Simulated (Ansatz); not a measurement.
**Silicon tetrafluoride (SiF₄): up Jacob's ladder to CCSD(T)**

How much do the methods differ for silicon tetrafluoride (SiF₄)? The plan is to run it at one geometry with functionals of several rungs and with coupled cluster. The yardstick is the atomisation energy at the CCSD(T) limit.

Program: Ansatz 0.2.0, Gaussian basis. Level of theory: functionals in def2-TZVPP, the program's frozen cores in correlated methods. These are calculated values, not measurements.

Levels to be run: LDA (SPW92), PBE-D4, revPBE-D4, BLYP-D4, r2SCAN-D4, B97M-V, PBE0-D4, B3LYP-D4, r2SCANh-D4, r2SCAN0-D4, HSE06-D4, BHLYP-D4, CAM-B3LYP-D4, LC-ωPBE, ωB97X-V, ωB97M-V, B2PLYP, PBE-QIDH; CCSD(T)/def2-SVP; CCSD(T)/def2-TZVPP; MP2/def2-QZVPP; extrapolation to the limit; RPA on PBE.

**1. Structure used throughout**

All runs share one geometry, relaxed beforehand with PBE0-D4 in a triple-zeta def2 set.

SMILES `F[Si](F)(F)F`, 5 atoms, charge 0, spin multiplicity 1.

Atoms are counted from 1 here; the program's logs count them from 0.

Bond lengths: F1–Si2 1.562 Å, Si2–F3 1.562 Å, Si2–F4 1.562 Å, Si2–F5 1.562 Å. Angles: F1–Si2–F3 109.4°, F1–Si2–F4 109.5°, F1–Si2–F5 109.5°, F3–Si2–F4 109.5°, F3–Si2–F5 109.5°, F4–Si2–F5 109.4°.

**2. LDA**

This LDA is Slater exchange with PW92 correlation.

Contents of in.yaml:

```yaml
crystal:
  periodic: [false, false, false]
  atoms:
    - {symbol: F, position_ang: [0.152968, -0.806368, 1.330417]}
    - {symbol: Si, position_ang: [0.009940, -0.014725, -0.008288]}
    - {symbol: F, position_ang: [-1.037234, 1.129592, 0.173978]}
    - {symbol: F, position_ang: [-0.466935, -0.982434, -1.137625]}
    - {symbol: F, position_ang: [1.391161, 0.600234, -0.399881]}
basis:
  gaussian: {orbitals: def2-TZVPP}
hamiltonian: {xc: lda}
output: {orbitals: {seedname: orbitals}}
```

Command:

```bash
$ ansatz run in.yaml --threads 4 --pin off --events-out ev --progress --plain --max-ram 10444MiB
```

Further steps of the session: PBE-D4 (GGA); revPBE-D4 (GGA); BLYP-D4 (GGA); r2SCAN-D4 (meta-GGA); B97M-V (meta-GGA); PBE0-D4 (hybrid); B3LYP-D4 (hybrid); r2SCANh-D4 (hybrid); r2SCAN0-D4 (hybrid); HSE06-D4 (hybrid); BHLYP-D4 (hybrid); CAM-B3LYP-D4 (range-separated); LC-ωPBE (range-separated); ωB97X-V (range-separated); ωB97M-V (range-separated); B2PLYP (double hybrid); PBE-QIDH (double hybrid); CCSD(T) in def2-SVP; CCSD(T) in def2-TZVPP; MP2 in def2-QZVPP; RPA on PBE orbitals.

Q: Predict the results of all the runs planned. Wanted: atomisation energy, CCSD(T)/CBS; farthest beyond LDA; mean size of error, GGA; mean size of error, meta-GGA; mean size of error, hybrid; mean size of error, range-separated; mean size of error, double hybrid; gap, smallest and largest; T1 diagnostic.

**Answer**, as computed:

| quantity | value |
| --- | --- |
| atomisation energy, CCSD(T)/CBS | 574.6 kcal/mol |
| functionals within 2.9 kcal/mol (0.5 %) | PBE-D4 |
| farthest beyond LDA | BHLYP-D4 (-37.8 kcal/mol) |
| mean size of error, GGA | 12.1 kcal/mol |
| mean size of error, meta-GGA | 6.4 kcal/mol |
| mean size of error, hybrid | 21.2 kcal/mol |
| mean size of error, range-separated | 7.3 kcal/mol |
| mean size of error, double hybrid | 12.7 kcal/mol |
| gap, smallest and largest | 9.99 eV (BLYP-D4), 18.55 eV (LC-ωPBE) |
| T1 diagnostic | 0.0113 |
| triples share of the correlation energy | 2.7 % |

What this shows: LDA overbinds by 79.2 kcal/mol (14 %). PBE-D4 is off by -2.1 kcal/mol. Double hybrids carry the basis error of their MP2 part in triple zeta, and no dispersion term here, so their miss is partly the set-up's. Taken by rung, meta-GGA functionals do best (6.4 kcal/mol on average) and hybrid ones worst beyond LDA (21.2 kcal/mol). The gap between the best rungs is small, so their order is not settled. The mean of the hybrids holds BHLYP, with half exact exchange. RPA and LDA stand outside this count. The reference freezes the cores and leaves out relativity and excitations past (T), so misses under about 2.9 kcal/mol can't be ranked. Hartree-Fock recovers 75 % of the binding; the rest is correlation. CCSD(T) in def2-SVP is off by -61.2 kcal/mol, so the small basis spoils what the method gains. Orbital gaps span 10.0 to 18.5 eV; exact exchange widens them.
